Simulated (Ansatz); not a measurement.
This geometry of CH5Al + H2 (9 atoms, charge 0, multiplicity 1) is a first-order saddle point.

These are results of RKS PBE/def2-SVP in Ansatz, not measurements.

```xyz
9
Properties=species:S:1:pos:R:3
Al -0.046 -0.282 0.074
C -0.026 -0.072 2.225
H -0.986 -0.173 2.767
H 0.795 -0.492 2.840
H 0.186 1.018 2.139
H 1.425 -0.051 -0.487
H -1.454 0.200 -0.489
H -0.194 -1.972 0.529
H -0.128 -1.320 1.387
```

Question: Which two structures does it join? (They come from a converged band through this point; their orientation in space is the band's.)

Answer: Bonds broken: Al1–C2, H8–H9. Bonds formed: Al1–H8, C2–H9. CH5Al + H2 becomes AlH3 + CH4.

Image 0:

```xyz
9
Properties=species:S:1:pos:R:3
Al -0.011 -0.039 0.359
C 0.028 0.277 2.308
H -0.917 -0.003 2.819
H 0.868 -0.236 2.820
H 0.171 1.366 2.485
H 1.359 -0.210 -0.460
H -1.383 0.105 -0.461
H -0.294 -2.249 0.173
H -0.250 -2.153 0.943
```

Image 6:

```xyz
9
Properties=species:S:1:pos:R:3
Al -0.076 -0.563 -0.272
C -0.025 -0.164 2.465
H -0.962 0.037 3.013
H 0.825 -0.289 3.161
H 0.194 0.699 1.804
H 1.369 0.095 -0.484
H -1.397 0.333 -0.407
H -0.210 -2.161 -0.216
H -0.147 -1.130 1.922
```

Question: How far does it lie above each of them?

Answer: 82.7 kJ/mol above the first and 110.5 kJ/mol above the second. This is the barrier of this one path; another mechanism may lie lower. The orbitals stay closed-shell, which can raise the energy where a bond breaks towards radicals; this wasn't checked here.

The run took 12 s on 2 threads of AMD EPYC 9R45 96-Core Processor (Zen 5) (shared host), peak memory 0.14 GiB.
